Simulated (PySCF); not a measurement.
Method: PySCF energies plus ideal-gas RRHO corrections (1 bar). Table values come from the NASA 1993 polynomials. All species are closed-shell singlets. The harmonic model lacks anharmonicity and excited electronic states, which grow with temperature; levels with a mode under 35 cm⁻¹ are left out. The table's entry may be an old estimate for SiH3Cl (not checked at source).

Harmonic frequencies at PBE0/def2-TZVP (cm⁻¹): 552, 656, 656, 944, 947, 947, 2248, 2260, 2260. Point group C3v; S°(298 K) = 250.9 J/mol/K at this level.

Work out Cp and S° of gaseous SiH3Cl at 500, 800, 1200, 1600, 2000 K from these, and set them beside the table.


```json
[
 {"T (K)": "500", "Cp PBE0/def2-TZVP": "68.0", "Cp table": "68.0", "S° PBE0/def2-TZVP": "281.7", "S° table": "281.5"},
 {"T (K)": "800", "Cp PBE0/def2-TZVP": "82.8", "Cp table": "83.1", "S° PBE0/def2-TZVP": "317.2", "S° table": "317.1"},
 {"T (K)": "1200", "Cp PBE0/def2-TZVP": "93.5", "Cp table": "93.5", "S° PBE0/def2-TZVP": "353.0", "S° table": "353.0"},
 {"T (K)": "1600", "Cp PBE0/def2-TZVP": "98.9", "Cp table": "99.1", "S° PBE0/def2-TZVP": "380.7", "S° table": "380.8"},
 {"T (K)": "2000", "Cp PBE0/def2-TZVP": "101.9", "Cp table": "102.3", "S° PBE0/def2-TZVP": "403.2", "S° table": "403.3"}
]
```
Units J/mol/K.
